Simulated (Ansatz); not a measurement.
| atom | x (Å) | y (Å) | z (Å) |
| --- | --- | --- | --- |
| C | -1.1996 | -0.0111 | 0.0000 |
| N | 1.4007 | 0.1299 | 0.0000 |
| H | -1.4267 | -0.5129 | 0.9331 |
| H | -1.4199 | -0.5914 | -0.8881 |
| H | -1.5202 | 1.0228 | -0.0458 |
| H | 0.1889 | 0.1269 | 0.0010 |
| H | 1.5703 | -0.8877 | -0.0001 |

Basis set: pcseg-2 (spherical functions). Charge 0, multiplicity 3.

Computed with Ansatz (development build ahead of 0.2.0); each method stands on the lowest determinant of its kind that the runs found.

The atomization energy at this shape (free ground-state atoms in the same class of orbitals less the molecule, no zero-point energy) of triplet CH5N:

| method | atomization energy |
| --- | --- |
| PBE (unrestricted) | 497.16 kcal/mol |

(1) What does UHF give?

## Answers

(1) 340.28 kcal/mol. Caution: other spin multiplicities may lie lower.

The shape needn't be a minimum at these levels.
